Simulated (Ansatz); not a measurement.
**BClH2N radical: from a rough start to a minimum**

What shape does BClH2N radical take? The plan is to relax it, then compute its harmonic vibrations to see whether it is a minimum and to get the zero-point energy and entropy, and look at its orbitals and charge.

The runs use Ansatz 0.2.0, Gaussian basis; UKS PBE0-D4/def2-TZVP.

Plan: relaxation at PBE-D4/def2-SVP; relaxation at PBE0-D4/def2-TZVP; harmonic vibrations at the same level; a single point in def2-TZVPP for the fields.

## (1) The starting structure

SMILES `N[B]Cl`, 5 atoms, charge 0, spin multiplicity 2.

Atoms are counted from 1 here; the program's logs count them from 0.

Bond lengths: N1–B2 1.475 Å, N1–H4 1.074 Å, N1–H5 1.029 Å, B2–Cl3 1.815 Å. Angles: B2–N1–H4 107.3°, B2–N1–H5 113.1°, H4–N1–H5 102.3°, N1–B2–Cl3 118.9°.

The start is a force-field geometry with small random shifts, so a cheaper pass at PBE-D4/def2-SVP comes first.

## (2) Relaxation at PBE-D4/def2-SVP (cheap first pass)

in.yaml

```yaml
crystal:
  periodic: [false, false, false]
  atoms:
    - {symbol: N, position_ang: [-0.535300, 0.239200, -0.493600]}
    - {symbol: B, position_ang: [-0.270400, -0.727500, 0.588000]}
    - {symbol: Cl, position_ang: [1.433500, -1.289000, 0.865200]}
    - {symbol: H, position_ang: [-0.898300, 1.140800, -0.035600]}
    - {symbol: H, position_ang: [0.320400, 0.562800, -0.965400]}
basis:
  gaussian: {orbitals: def2-SVP}
magnetization: {spin_polarized: true, initial_magnetization: 1}
hamiltonian: {xc: pbe, dispersion: d4}
relax: {f_tol: 0.03, max_steps: 200}
```

The run is started by

```sh
$ ansatz run in.yaml --threads 2 --pin off --events-out ev --progress --plain --max-ram 32768MiB --backend cpu
```

The program printed, shortened:

```text
Functional definition: PBE
  name "PBE"
  cite "Perdew, Burke & Ernzerhof, Phys. Rev. Lett. 77, 3865 (1996) doi:10.1103/PhysRevLett.77.3865"
  parent pbe
[...]
637 factors; their error is unknown
[...]
mean field -14707.61579306 eV, -540.4949112148 hartree, gradient 3.7e-5 eV, S^2 0.753604; 0 other end points of the search recorded, 0 dependent functions left out
[...]
reference -14707.61582095 eV, -540.4949122399 hartree; 16, 15 occupied and 40, 41 virtual orbitals, 637 factors
relax step   1: F+E_penalty+E_count = -14707.69192387 eV  Δ(F+E_penalty+E_count) = +0.000e0 eV  max|allowed force component| = 2.479e0 eV/Å  Δτ_max = 0.0000 Å  (28 SCF iters, accepted)
[...]
relax step   7: F+E_penalty+E_count = -14708.30345003 eV  Δ(F+E_penalty+E_count) = -2.422e-3 eV  max|allowed force component| = 1.110e-1 eV/Å  Δτ_max = 0.0196 Å  (30 SCF iters, accepted)
[...]
relax step   8: F+E_penalty+E_count = -14708.30381099 eV  Δ(F+E_penalty+E_count) = -3.610e-4 eV  max|allowed force component| = 2.946e-2 eV/Å  Δτ_max = 0.0107 Å  (31 SCF iters, accepted)
637 factors; their error is unknown
mean field -14708.22811283 eV, -540.5174135515 hartree, gradient 1.2e-5 eV, S^2 0.753311; 1 other end points of the search recorded, 0 dependent functions left out
[...]
reference -14708.22814154 eV, -540.5174146064 hartree; 16, 15 occupied and 40, 41 virtual orbitals, 637 factors
Total energy: -14708.30383970 eV, -540.5201964624 hartree
Atom 0 at    -0.334484     0.414542    -0.258729 Å, force    -0.012901    -0.018802     0.029457 eV/Å
Atom 1 at    -0.099152    -0.550853     0.711927 Å, force    -0.001471     0.014104    -0.013955 eV/Å
Atom 2 at     1.354063    -1.541410     0.794780 Å, force     0.011402    -0.007130    -0.000739 eV/Å
Atom 3 at    -1.191375     0.968354    -0.272022 Å, force     0.007377     0.011110    -0.018540 eV/Å
Atom 4 at     0.320849     0.635668    -1.017356 Å, force    -0.004407     0.000718     0.003777 eV/Å
Dipole moment:    -0.120413     0.409725    -0.397207 e Å
```

Wall time 6.5 s (2 threads, shared host).

Along the way: (the energy doesn't fall at every step)

```csv
step,energy from step 1 (eV),largest force component (eV/Å)
1,0.0000,2.4791
2,-0.2724,2.0558
3,-0.5685,0.7595
4,-0.5345,0.4354
5,-0.6048,0.5066
6,-0.6091,0.1824
7,-0.6115,0.1110
8,-0.6119,0.0295
```

Close pairs (by a distance rule), those that changed most:

```csv
bond,before (Å),after (Å),change (Å)
N1–B2,1.475,1.389,-0.086
B2–Cl3,1.815,1.761,-0.055
N1–H4,1.074,1.020,-0.054
N1–H5,1.029,1.027,-0.003
```

## (3) Geometry optimisation, PBE0-D4/def2-TZVP

in.yaml

```yaml
crystal:
  periodic: [false, false, false]
  atoms:
    - {symbol: N, position_ang: [-0.334484, 0.414542, -0.258729]}
    - {symbol: B, position_ang: [-0.099152, -0.550853, 0.711927]}
    - {symbol: Cl, position_ang: [1.354063, -1.541410, 0.794780]}
    - {symbol: H, position_ang: [-1.191375, 0.968354, -0.272022]}
    - {symbol: H, position_ang: [0.320849, 0.635668, -1.017356]}
basis:
  gaussian: {orbitals: def2-TZVP}
magnetization: {spin_polarized: true, initial_magnetization: 1}
hamiltonian: {xc: pbe0, dispersion: d4}
relax: {f_tol: 0.005, max_steps: 150}
```

Same command.

The program printed, shortened:

```text
Functional definition: PBE0
  name "PBE0"
  cite "Adamo & Barone, J. Chem. Phys. 110, 6158 (1999) doi:10.1063/1.478522"
  cite "Perdew, Burke & Ernzerhof, Phys. Rev. Lett. 77, 3865 (1996) doi:10.1103/PhysRevLett.77.3865"
  parent pbe
[...]
680 factors; their error is unknown
[...]
mean field -14716.29451477 eV, -540.8138483552 hartree, gradient 2.8e-5 eV, S^2 0.753838; 0 other end points of the search recorded, 0 dependent functions left out
[...]
reference -14716.29454171 eV, -540.8138493453 hartree; 16, 15 occupied and 95, 96 virtual orbitals, 680 factors
relax step   1: F+E_penalty+E_count = -14716.35729736 eV  Δ(F+E_penalty+E_count) = +0.000e0 eV  max|allowed force component| = 5.671e-1 eV/Å  Δτ_max = 0.0000 Å  (30 SCF iters, accepted)
[...]
680 factors; their error is unknown
[...]
mean field -14716.31183573 eV, -540.8144848885 hartree, gradient 2.8e-5 eV, S^2 0.753717; 1 other end points of the search recorded, 0 dependent functions left out
[...]
reference -14716.31186258 eV, -540.8144858752 hartree; 16, 15 occupied and 95, 96 virtual orbitals, 680 factors
Total energy: -14716.37487113 eV, -540.8168013968 hartree
Atom 0 at    -0.334040     0.412115    -0.256741 Å, force     0.001283     0.000405    -0.001326 eV/Å
Atom 1 at    -0.098371    -0.544615     0.704392 Å, force     0.000051    -0.000992     0.000574 eV/Å
Atom 2 at     1.343227    -1.526180     0.784621 Å, force     0.000537     0.000112    -0.000186 eV/Å
Atom 3 at    -1.176690     0.959925    -0.273105 Å, force    -0.000633     0.001316    -0.000738 eV/Å
Atom 4 at     0.315774     0.625056    -1.000568 Å, force    -0.001237    -0.000841     0.001676 eV/Å
Dipole moment:    -0.155629     0.398543    -0.356991 e Å
```

Run time: 10 s. Hardware: 2 threads, shared host.

Step by step:

```csv
step,energy from step 1 (eV),largest force component (eV/Å)
1,0.0000,0.5671
2,-0.0158,0.1458
3,-0.0175,0.0553
4,-0.0175,0.0664
5,-0.0175,0.0017
```

Distances of close pairs at the start and the end, largest changes first:

```csv
bond,before (Å),after (Å),change (Å)
N1–H5,1.027,1.010,-0.016
N1–H4,1.020,1.005,-0.015
B2–Cl3,1.761,1.746,-0.015
N1–B2,1.389,1.376,-0.013
```

Mulliken charges at the end point, from the run's report:

```csv
atom,value (e)
N1,-0.40
B2,0.06
Cl3,-0.16
H4,0.26
H5,0.24
```

## (4) Vibrations by finite differences

in.yaml

```yaml
crystal:
  periodic: [false, false, false]
  atoms:
    - {symbol: N, position_ang: [-0.334040, 0.412115, -0.256741]}
    - {symbol: B, position_ang: [-0.098371, -0.544615, 0.704392]}
    - {symbol: Cl, position_ang: [1.343227, -1.526180, 0.784621]}
    - {symbol: H, position_ang: [-1.176690, 0.959925, -0.273105]}
    - {symbol: H, position_ang: [0.315774, 0.625056, -1.000568]}
basis:
  gaussian: {orbitals: def2-TZVP}
magnetization: {spin_polarized: true, initial_magnetization: 1}
hamiltonian: {xc: pbe0, dispersion: d4}
phonons: {temperatures: {t_min: 298.15, t_max: 900, t_step: 200}}
```

Same command.

The program printed, shortened:

```text
Functional definition: PBE0
  name "PBE0"
  cite "Adamo & Barone, J. Chem. Phys. 110, 6158 (1999) doi:10.1063/1.478522"
  cite "Perdew, Burke & Ernzerhof, Phys. Rev. Lett. 77, 3865 (1996) doi:10.1103/PhysRevLett.77.3865"
  parent pbe
[...]
680 factors; their error is unknown
[...]
mean field -14716.31183574 eV, -540.8144848890 hartree, gradient 7.6e-5 eV, S^2 0.753717; 0 other end points of the search recorded, 0 dependent functions left out
[...]
reference -14716.31186259 eV, -540.8144858758 hartree; 16, 15 occupied and 95, 96 virtual orbitals, 680 factors
[...]
680 factors; their error is unknown
mean field -14716.31164756 eV, -540.8144779737 hartree, gradient 2.5e-6 eV, S^2 0.753717; 0 other end points of the search recorded, 0 dependent functions left out
[...]
reference -14716.31167443 eV, -540.8144789610 hartree; 16, 15 occupied and 95, 96 virtual orbitals, 680 factors
[...]
680 factors; their error is unknown
mean field -14716.31175590 eV, -540.8144819548 hartree, gradient 2.8e-6 eV, S^2 0.753721; 0 other end points of the search recorded, 0 dependent functions left out
[...]
reference -14716.31178275 eV, -540.8144829416 hartree; 16, 15 occupied and 95, 96 virtual orbitals, 680 factors
Total energy: -14716.37487115 eV, -540.8168013974 hartree
Atom 0 at    -0.334040     0.412115    -0.256741 Å, force     0.001246     0.000430    -0.001330 eV/Å
Atom 1 at    -0.098371    -0.544615     0.704392 Å, force     0.000053    -0.001001     0.000577 eV/Å
Atom 2 at     1.343227    -1.526180     0.784621 Å, force     0.000540     0.000112    -0.000185 eV/Å
Atom 3 at    -1.176690     0.959925    -0.273105 Å, force    -0.000613     0.001301    -0.000735 eV/Å
Atom 4 at     0.315774     0.625056    -1.000568 Å, force    -0.001226    -0.000841     0.001673 eV/Å
Dipole moment:    -0.155629     0.398544    -0.356992 e Å
Vibrations: 335.13 537.98 555.09 708.00 1002.64 1372.59 1612.68 3565.75 3696.90 cm⁻¹, zero-point energy 0.829874 eV
```

Wall time 48 s (2 threads, shared host).

Motions are named by where the mode's potential energy lies. The modes, unscaled (a negative number is an imaginary wavenumber):

```csv
mode,cm⁻¹,motion
1,335,bend
2,538,torsion with out-of-plane bend
3,555,torsion
4,708,B–Cl stretch
5,1003,bend
6,1373,B–N stretch
7,1613,bend
8,3566,N–H stretch
9,3697,N–H stretch
```

Ideal gas, rigid rotor and harmonic oscillator at 298.15 K and 1 bar, with symmetry number 1:

```csv
term,value
zero-point energy,19.1 kcal/mol
H(298) − E,22.1 kcal/mol
"entropy, electronic degeneracy",5.8 J/(mol K)
"entropy, translation",160.4 J/(mol K)
"entropy, rotation",93.8 J/(mol K)
"entropy, vibration",11.5 J/(mol K)
"entropy, total",271.5 J/(mol K)
```

## (5) A single point for the fields

in.yaml: that of step 4 with these lines changed.

```diff
@@ -9,5 +9,5 @@
 basis:
-  gaussian: {orbitals: def2-TZVP}
+  gaussian: {orbitals: def2-TZVPP}
 magnetization: {spin_polarized: true, initial_magnetization: 1}
 hamiltonian: {xc: pbe0, dispersion: d4}
-phonons: {temperatures: {t_min: 298.15, t_max: 900, t_step: 200}}
+output: {orbitals: {seedname: orbitals}}
```

The command is unchanged.

The program printed:

```text
Functional definition: PBE0
  name "PBE0"
  cite "Adamo & Barone, J. Chem. Phys. 110, 6158 (1999) doi:10.1063/1.478522"
  cite "Perdew, Burke & Ernzerhof, Phys. Rev. Lett. 77, 3865 (1996) doi:10.1103/PhysRevLett.77.3865"
  parent pbe
  parameter a = 0.25
  parameter kappa = 0.804
  parameter beta = 0.06672455060314922
  exchange = (1 - a)*pbe_x(kappa = kappa, mu = beta*pi^2/3) + a*exact_x
  correlation = pbe_c(beta = beta)
767 factors; their error is unknown
mean field evaluation 1: about -14710.3885 eV, gradient 3.9e1 eV
mean field evaluation 2: about -14702.7372 eV, gradient 5.5e1 eV
mean field evaluation 4: about -14716.2940 eV, gradient 2.2e0 eV
mean field evaluation 8: about -14716.3170 eV, gradient 4.9e-2 eV
mean field evaluation 16: about -14716.3553 eV, gradient 3.5e-4 eV
mean field -14716.35528550 eV, -540.8160816384 hartree, gradient 6.5e-5 eV, S^2 0.753719; 0 other end points of the search recorded, 0 dependent functions left out
reference -14716.35531236 eV, -540.8160826252 hartree; 16, 15 occupied and 116, 117 virtual orbitals, 767 factors
Total energy: -14716.41832091 eV, -540.8183981468 hartree
```

Wall time 2.1 s (2 threads, shared host).

Orbitals, density, ELF and potential are computed afterwards from the orbital file.

Frontier orbitals at PBE0-D4/def2-TZVPP (alpha spin), with the share of their density that lies nearest to each atom:

```csv
orbital,energy (eV),lies on
HOMO-1,-8.60,N1 45 %; Cl3 38 %; B2 6 %
HOMO,-5.89,B2 71 %; Cl3 19 %
LUMO,0.00,B2 66 %; Cl3 14 %; N1 14 %
```

ELF in a plane through or near 5 of the atoms.

Ten even steps from '0' (0.00) to '9' (1.00):
```
0000000000000000000000000000
0000000000000000000000000000
0000000000000000000000000000
0000000000000000000000000000
0000001232100023421000000000
0000134665300069974000000000
0000256887510189995000000000
0001578898630289984000000000
0012676326741378864100000000
0014784885853655566420000000
0024887218841662699972000000
0014789668616386899983000000
0013677655532244589982000000
0001343214788831124530000000
0000111004899951000100000000
0000000005899962000000000000
0000000004799963000000000000
0000000001467631000000000000
0000000000122200000000000000
0000000000000000000000000000
```
The map spans 9.5 Å across and 7.2 Å up, centred on the molecule. Atoms in the plane (x, y in Å): N1 (0.6, 0.0), B2 (-0.6, -0.7), Cl3 (-2.2, 0.2), H4 (1.5, -0.5), H5 (0.7, 1.0).

log10 of the density (e/Å³) in the same plane.

Ten even steps from '0' (-4.0) to '9' (1.8):
```
0000000000000000000000000000
0000000000000000000000000000
0000001111100011110000000000
0000122222221122221100000000
0001223333322233332110000000
0012344444433345443210000000
0123445555444456554321000000
0133556666554567765331000000
1234567887665677765432100000
1234567997666679776542100000
1234567877766778777543210000
1234566776678777777543210000
0123455666677666666542100000
0122344455566655444332100000
0012333444555554433321000000
0001122334444443322110000000
0000111223344433221000000000
0000000122233322110000000000
0000000112222221100000000000
0000000001111110000000000000
```
The map spans 9.5 Å across and 7.2 Å up, centred on the molecule. Atoms in the plane (x, y in Å): N1 (0.6, 0.0), B2 (-0.6, -0.7), Cl3 (-2.2, 0.2), H4 (1.5, -0.5), H5 (0.7, 1.0).

On the surface of density 0.002 e/bohr³ the electrostatic potential runs, from the 1st to the 99th percentile, from -0.69 V near B2 to 2.17 V near H4.

The spin density lies nearest to B2 80 %; Cl3 11 %.

## (6) Outcome

```
                  quantity            value
               point group               Cs
                     steps            8 + 5
shift from the start (rms)          0.299 Å
              total energy   -14716.3749 eV
           dispersion term          -63 meV
             dipole moment           2.68 D
lowest, highest wavenumber   335, 3697 cm⁻¹
         zero-point energy    19.1 kcal/mol
       entropy at 298.15 K  271.5 J/(mol K)
   HOMO, LUMO (alpha spin)   -5.89, 0.00 eV
```

What this shows: The relaxed geometry lies 0.30 Å (rms) from the start; the bond that changed most is N1–B2, from 1.475 to 1.376 Å. No mode is imaginary: a true minimum at this level. The stiffest mode, 3697 cm⁻¹, is an N–H stretch. Harmonic hybrid wavenumbers usually lie a few per cent above measured fundamentals. The largest Mulliken charge, -0.40 e, sits on N1. The alpha HOMO lies mostly on B2 71 %; Cl3 19 % and the LUMO on B2 66 %; Cl3 14 %. The unpaired spin sits mainly on B2 80 %; Cl3 11 %.
